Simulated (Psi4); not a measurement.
# BH2Cl (SMILES [H]B([H])Cl) at UOMP3/jun-cc-pVDZ (fitted SCF)

What is the vertical singlet–triplet gap of BH2Cl at UOMP3/jun-cc-pVDZ (fitted SCF)? 

Program for the calculation: Psi4 1.11.

2 further runs of the same task are left out: 2 that didn't finish.

### 1 The molecule

The species is BH2Cl (4 atoms), meant as a singlet with charge 0. As SMILES, `[H]B([H])Cl`. Geometry: relaxed at GFN2-xTB.

Bond lengths: B1–Cl4 1.673 Å, B1–H2 1.172 Å, B1–H3 1.172 Å. Angles: H2–B1–Cl4 119.1°, H3–B1–Cl4 119.0°, H2–B1–H3 121.9°.

### 2 The energy at UOMP3/jun-cc-pVDZ (fitted SCF)

Input file bclh2.inp:

```
memory 1.6 GB

molecule {
  0 1
  B      0.069310     0.114420    -0.000410
  H      1.240090     0.070720     0.015540
  H     -0.512130     1.131590    -0.018950
  Cl    -0.797280    -1.316740     0.003830
}

set basis jun-cc-pVDZ
set reference uhf
set scf_type df
set mp_type conv

e_tot, wfn = energy("omp3", return_wfn=True)
```

The run is started by

```
psi4 -n 1 bclh2.inp bclh2.out
```

bclh2.out:

```text
[...]
  Running in c1 symmetry.
[...]
  Nuclear repulsion =   38.958045577157094
[...]
  Multiplicity = 1
[...]
  Nalpha       = 12
  Nbeta        = 12
[...]
    Number of basis functions: 50
[...]
   @DF-UHF iter   1:  -485.36083344741678   -4.53536e-01   2.00484e-03 DIIS/ADIIS
[...]
   @DF-UHF iter  10:  -485.37170408874806   -2.61480e-12   2.79123e-09 DIIS
[...]
   @S^2 Observed:                5.329070518E-15
[...]
    Orbital Energies [Eh]
    ---------------------
    Alpha Occupied:
       1A   -104.839540     2A    -10.570730     3A     -8.037963
       4A     -8.035628     5A     -8.034790     6A     -7.662683
       7A     -1.136023     8A     -0.711626     9A     -0.573065
      10A     -0.553503    11A     -0.497315    12A     -0.436493
    Alpha Virtual:
      13A      0.042031    14A      0.057510    15A      0.061121
      16A      0.061246    17A      0.101436    18A      0.143682
      19A      0.169956    20A      0.173200    21A      0.255873
      22A      0.267820    23A      0.309258    24A      0.323664
      25A      0.461014    26A      0.481721    27A      0.534095
[...]
  @DF-UHF Final Energy:  -485.37170408874806
   => Energetics <=
    Nuclear Repulsion Energy =             38.9580455771570939
    One-Electron Energy =                -746.4807800850085187
    Two-Electron Energy =                 222.1510304191033356
    Total Energy =                       -485.3717040887480607
  UHF NO Occupations:
  HONO-2 :   10  A 2.0000000
  HONO-1 :   11  A 2.0000000
[...]
 Multipole Moments:
 ------------------------------------------------------------------------------------
     Multipole            Electronic (a.u.)      Nuclear  (a.u.)        Total (a.u.)
 ------------------------------------------------------------------------------------
 L = 1.  Multiply by 2.5417464519 to convert [e a0] to [Debye]
 Dipole X            :         -1.1953286            1.3494151            0.1540865
 Dipole Y            :         -1.9743167            2.2287107            0.2543940
 Dipole Z            :          0.0054964           -0.0063272           -0.0008308
 Magnitude           :                                                    0.2974216
[...]
	SCS-MP2 Total Energy (a.u.)        :  -485.60345022165581
	SOS-MP2 Total Energy (a.u.)        :  -485.60316208169183
[...]
	MP3 Total Energy (a.u.)            :  -485.62929906490388
[...]
	SCS-OMP3 Total Energy (a.u.)       :  -485.61083206208059
	SOS-OMP3 Total Energy (a.u.)       :  -485.61036963419701
[...]
	OMP3 Total Energy (a.u.)           :  -485.62929906490388
[...]
```

Wall time 12 s (1 thread of AMD EPYC 9R45 (Zen 5), shared host); peak memory 0.27 GiB.

### 3 The triplet, same level

Input file job.py:

```python
import psi4

psi4.set_memory('1600 MB')
psi4.set_num_threads(1)
psi4.core.set_output_file('bclh2.out', False)

geom = psi4.geometry("""
0 3
B      0.069310     0.114420    -0.000410
H      1.240090     0.070720     0.015540
H     -0.512130     1.131590    -0.018950
Cl    -0.797280    -1.316740     0.003830
""")

options = {'basis': 'jun-cc-pVDZ', 'reference': 'uhf', 'scf_type': 'df', 'mp_type': 'conv'}
psi4.set_options(options)

energy_value, wavefunction = psi4.energy('omp3', molecule=geom, return_wfn=True)
print(f'omp3 energy: {energy_value:.10f} Eh')
```

The run is started by

```
python job.py
```

bclh2.out:

```text
[...]
  Running in c1 symmetry.
[...]
  Nuclear repulsion =   38.958045577157094
[...]
  Multiplicity = 3
[...]
  Nalpha       = 13
  Nbeta        = 11
[...]
    Number of basis functions: 50
[...]
   @DF-UHF iter   1:  -485.14868569642402   -2.41388e-01   3.51792e-03 DIIS/ADIIS
[...]
   @DF-UHF iter  16:  -485.17832298095868   -2.55795e-12   7.94054e-09 DIIS
[...]
   @S^2 Observed:                2.019960734E+00
[...]
    Orbital Energies [Eh]
    ---------------------
    Alpha Occupied:
       1A   -104.929061     2A    -10.655779     3A     -8.134738
       4A     -8.118588     5A     -8.118228     6A     -7.597870
       7A     -1.214635     8A     -0.763134     9A     -0.635137
      10A     -0.588539    11A     -0.575524    12A     -0.508932
      13A     -0.244005
    Alpha Virtual:
      14A      0.050164    15A      0.061569    16A      0.068201
      17A      0.069138    18A      0.133263    19A      0.149731
      20A      0.161485    21A      0.236189    22A      0.257596
      23A      0.293164    24A      0.309298    25A      0.462564
[...]
  @DF-UHF Final Energy:  -485.17832298095868
   => Energetics <=
    Nuclear Repulsion Energy =             38.9580455771570939
    One-Electron Energy =                -745.3735611412955677
    Two-Electron Energy =                 221.2371925831797626
    Total Energy =                       -485.1783229809586828
  UHF NO Occupations:
  HONO-2 :   11  A 1.9942651
  HONO-1 :   12  A 1.0000000
[...]
 Multipole Moments:
 ------------------------------------------------------------------------------------
     Multipole            Electronic (a.u.)      Nuclear  (a.u.)        Total (a.u.)
 ------------------------------------------------------------------------------------
 L = 1.  Multiply by 2.5417464519 to convert [e a0] to [Debye]
 Dipole X            :         -1.6688314            1.3494151           -0.3194163
 Dipole Y            :         -2.7561088            2.2287107           -0.5273981
 Dipole Z            :          0.0080553           -0.0063272            0.0017281
 Magnitude           :                                                    0.6165862
[...]
	SCS-MP2 Total Energy (a.u.)        :  -485.40940469527305
	SOS-MP2 Total Energy (a.u.)        :  -485.40708385590517
[...]
	MP3 Total Energy (a.u.)            :  -485.44339696343565
[...]
	SCS-OMP3 Total Energy (a.u.)       :  -485.41935520320908
	SOS-OMP3 Total Energy (a.u.)       :  -485.41646377732150
[...]
	OMP3 Total Energy (a.u.)           :  -485.44339696343565
[...]
```

Standard output:

```text
omp3 energy: -485.4433969634 Eh
```

It took 17 s on 1 thread of AMD EPYC 9R45 (Zen 5), shared host; peak memory 0.27 GiB.

### 4 What came out

Level: UOMP3/jun-cc-pVDZ (fitted SCF).

| quantity | value |
| --- | --- |
| singlet: total energy | -485.62930 Eh |
| singlet: HOMO energy (Hartree–Fock orbitals) | -11.88 eV |
| singlet: LUMO energy (Hartree–Fock orbitals) | 1.14 eV |
| singlet: HOMO–LUMO gap (Hartree–Fock orbitals) | 13.02 eV |
| singlet: correlation energy | -257.6 mEh |
| triplet: total energy | -485.44340 Eh |
| triplet: HOMO energy (Hartree–Fock orbitals) (highest over α and β) | -6.64 eV |
| triplet: LUMO energy (Hartree–Fock orbitals) (lowest over α and β) | -3.07 eV |
| triplet: correlation energy | -265.1 mEh |
| triplet: ⟨S²⟩ of the reference determinant | 2.020 |
| vertical energy of the triplet above the singlet | 5.059 eV |

In words: At this shape the triplet lies 5.06 eV (117 kcal/mol) above the singlet.
